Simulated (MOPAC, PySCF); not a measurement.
C2H6S, SMILES `CCS` (C–C–S–H torsion 62°), neutral singlet in the gas phase. 

Cartesian coordinates (Å):
SMILES: CCS
```xyz
9

C     -0.8722     0.4157     0.0604
C      0.1986    -0.6448    -0.1417
S      1.7902    -0.2665     0.6774
H     -0.5695     1.3665    -0.3818
H     -1.0596     0.5836     1.1211
H     -1.8082     0.1079    -0.4134
H     -0.1068    -1.5940     0.3009
H      0.3821    -0.8282    -1.2002
H      2.0612     0.8540    -0.0130
```
Charge 0, multiplicity 1.

All levels are single points at this geometry (B3LYP-D3(BJ)/def2-TZVP); Pople sets use spherical d functions. Orbital energies aren't observables, and empty levels follow the basis.

```tsv
level	HOMO (eV)	LUMO (eV)	gap (eV)	dipole (D)	vertical IE, Delta-SCF (eV)
B3LYP-D3(BJ)/def2-TZVP in PySCF	-6.52	0.20	6.73	1.64	9.21
B3LYP/3-21G in PySCF	-6.44	1.25	7.69	2.04	–
B3LYP/LANL2DZ in PySCF	-6.43	1.22	7.66	2.01	–
M06-2X/6-31G* in PySCF	-7.86	1.98	9.84	1.82	–
PBE/6-31G* in PySCF	-5.36	0.07	5.42	1.85	9.06
HF/3-21G in PySCF	-9.79	5.23	15.02	2.15	–
HF/6-31G* in PySCF	-9.64	4.76	14.41	1.87	8.23
PM3 in MOPAC	-9.28	0.41	9.70	2.06	–
PM7 in MOPAC	-8.89	-0.30	8.60	2.03	–
```
